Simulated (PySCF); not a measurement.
Here is a job for PySCF.
```python
from pyscf import gto, scf, dft

mol = gto.Mole()
mol.atom = '''
    C    -0.00000000   -0.00000000   -1.07903369
    S     0.00000000    0.00000000    0.40463763
'''
mol.basis = 'def2-svp'
mol.charge = 1
mol.spin = 5
mol.verbose = 4
mol.build()

mf = dft.UKS(mol)
mf.xc = 'b3lyp'
mf.kernel()
```

What does this run give for the HOMO energy, number of basis functions, Mulliken (on the basis functions themselves) charges in atom order?


```json
{
 "HOMO energy": "-14.03 eV",
 "number_of_basis_functions": "32",
 "Mulliken (on the basis functions themselves) charges in atom order": "C1 0.15, S2 0.85"
}
```

These values belong to the state on which the SCF converged, which isn't shown to be the lowest.
